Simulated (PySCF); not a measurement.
One of the candidates below gave these computed data.

All candidates are C4H10S.

- 1H NMR: chemical shifts (computed TMS as zero) by class: 2.22 (2 H), 2.07 (3 H), 1.56 (2 H), 1.02 (3 H) ppm [GIAO PBE0/pcSseg-1]
- UV, first state: lowest singlet excitation: 5.27 eV (235 nm, f = 0.000) [TDDFT B3LYP/def2-SVPD]
- NMR, other nuclei: isotropic shieldings of nuclei other than C and H, by class: 540 (1 S) ppm [GIAO PBE0/pcSseg-1]
- Dipole: 1.76 D [B3LYP/def2-SVPD]
- 13C NMR: chemical shifts (computed TMS as zero) by class: 42.8 (1 C), 27.9 (1 C), 20.0 (1 C), 16.4 (1 C) ppm [GIAO PBE0/pcSseg-1]
- UV, strongest line: among the 8 lowest singlet transitions: S8 at 7.35 eV (169 nm, f = 0.041) [TDDFT B3LYP/def2-SVPD]
- Triplet: lowest triplet excitation (Tamm–Dancoff): 4.91 eV [TDA B3LYP/def2-SVPD]
- Polarisability: 73.2 au [B3LYP/def2-SVPD]
- Rotational structure: rotational constants A, B, C: 8.832, 1.863, 1.683 GHz [GFN2-xTB]

The electronic properties come from PySCF, for the isolated species, density fitting. Levels stand in brackets. Isolated species at its GFN2-xTB geometry (one conformer only). Each NMR value is the plain mean over a class of atoms that symmetry, rotation or inversion makes alike.

Question: Which candidate is it?
A. `CCSCC` (diethyl sulfide)
B. `CCCSC` (methyl propyl sulfide)
C. `CC(C)CS` (isobutyl mercaptan)
D. `CSC(C)C` (isopropyl methyl sulfide)

Answer: B. It is `CCCSC`. Numbering: `[CH3:1][CH2:2][CH2:3][S:4][CH3:5]`. Its formula, C4H10S, gives 0 degrees of unsaturation, so no ring and no π bond. 4 carbons fall into 4 classes; from least to most shielded: sp3 carbon bound to sulfur [C3] (42.8 ppm), chain CH2 carbon [C2] (27.9 ppm), S-methyl carbon [C5] (20.0 ppm), methyl carbon [C1] (16.4 ppm). Hydrogen classes from least to most shielded: 2 H on an sp3 carbon bound to sulfur, C3 (2.22 ppm), 3 H on an S-methyl carbon, C5 (2.07 ppm, a mean of values up to 0.7 ppm apart in this geometry), 2 H on a chain CH2 carbon, C2 (1.56 ppm), 3 H on a methyl carbon, C1 (1.02 ppm, a mean of values up to 0.5 ppm apart in this geometry). The other shieldings belong to: 540 ppm, sulfide sulfur [S4]. The optimised geometry has point group C1 and is an asymmetric top.

The others, at the same levels:
- `CSC(C)C` fails: it has 3 carbon classes against 4; its computed 13C shifts are 40.5 (1 C), 23.9 (2 C), 10.9 (1 C) ppm, 1H shifts are 2.61 (1 H), 1.99 (3 H), 1.41 (6 H) ppm and rotational constant A is 5.127 GHz (against 8.832 GHz).
- `CC(C)CS` fails: it has 3 carbon classes against 4; its computed 13C shifts are 40.2 (1 C), 38.7 (1 C), 23.4 (2 C) ppm, 1H shifts are 2.23 (2 H), 1.17 (1 H), 1.12 (6 H), 1.10 (1 H) ppm and rotational constant A is 7.437 GHz (against 8.832 GHz).
- `CCSCC` fails: it has 2 carbon classes against 4; its computed 13C shifts are 29.7 (2 C), 17.5 (2 C) ppm, 1H shifts are 2.37 (4 H), 1.26 (6 H) ppm and rotational constant A is 6.331 GHz (against 8.832 GHz).

Each candidate is one conformer, not necessarily the lowest. Dipoles, sizes and rotational constants follow the conformer. The torsions of the flexible species, by atom-mapped SMILES:
- `[CH3:1][CH2:2][CH2:3][S:4][CH3:5]`: C1–C2–C3–S4 -177°, C2–C3–S4–C5 -72°
- `[CH3:1][S:2][CH:3]([CH3:4])[CH3:5]`: C1–S2–C3–C4 63°
- `[CH3:1][CH:2]([CH3:3])[CH2:4][SH:5]`: C1–C2–C4–S5 64°, H–S5–C4–C2 61°
- `[CH3:1][CH2:2][S:3][CH2:4][CH3:5]`: C1–C2–S3–C4 -79°, C2–S3–C4–C5 -81°
